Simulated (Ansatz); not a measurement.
## Ansatz (development build ahead of 0.2.0) run

```yaml
crystal:
  periodic: [false, false, false]
  atoms:
    - { symbol: C, position_ang: [0.0, 0.0, -0.69619] }
    - { symbol: O, position_ang: [0.0, 0.0, 0.52214] }
basis:
  gaussian: { orbitals: cc-pVTZ }
hamiltonian:
  xc: hf
```

The input is written out in the form of the current development build from the run's settings.

Output:

```json
{
 "Converged": "yes",
 "Total energy": "-112.75419 hartree",
 "Spin squared of the determinant": "0.000"
}
```
